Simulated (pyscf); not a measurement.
Optimised with ωB97X-D3(BJ)/def2-SVP in PySCF.

**Question.** PBE/def2-TZVP puts the barrier of HO–Nb(Cl)(Cl)(Cl)–Cl + H₂O -> HO–Nb(OH)(Cl)(Cl)–Cl + HCl (four-centre exchange; singlet surface; Cl–Nb, H–O broken, Nb–O, Cl–H formed) at 5.4 kJ/mol and the reaction energy at -5.7 kJ/mol, from the separated reactants. What do PBE0-D3(BJ)/def2-TZVP, M06-2X/def2-TZVP, ωB97M-D3(BJ)/def2-TZVP give on the same structures?

**Answer.** PBE0-D3(BJ): ΔE‡ = 4.6 kJ/mol, ΔE = -0.5 kJ/mol; M06-2X: ΔE‡ = 5.0 kJ/mol, ΔE = -5.4 kJ/mol; ωB97M-D3(BJ): ΔE‡ = 7.7 kJ/mol, ΔE = -10.7 kJ/mol. PBE's barrier matches one of them and lies within 2.3 kJ/mol of the others. Its reaction energy lies among theirs. Here PBE stays close to the other levels. On the reactant side the descent ends in an adduct with a Nb–O contact, 84.2 kJ/mol under the separated species and 89.7 kJ/mol under the saddle at ωB97X-D3(BJ)/def2-TZVP. On the product side the descent ends in an adduct with a Cl–Nb contact, 17.1 kJ/mol under the separated species and 20.1 kJ/mol under the saddle at ωB97X-D3(BJ)/def2-TZVP. What is counted as formed (Nb–O) is already present as a longer contact in the reactant adduct; forming that adduct is a step of its own. What is counted as broken (Cl–Nb) persists as a longer contact in the product adduct; parting that adduct is a step of its own. One saddle was located; it need not be the lowest between these sides. Elements past Kr carry the def2 core potentials, without spin-orbit coupling.
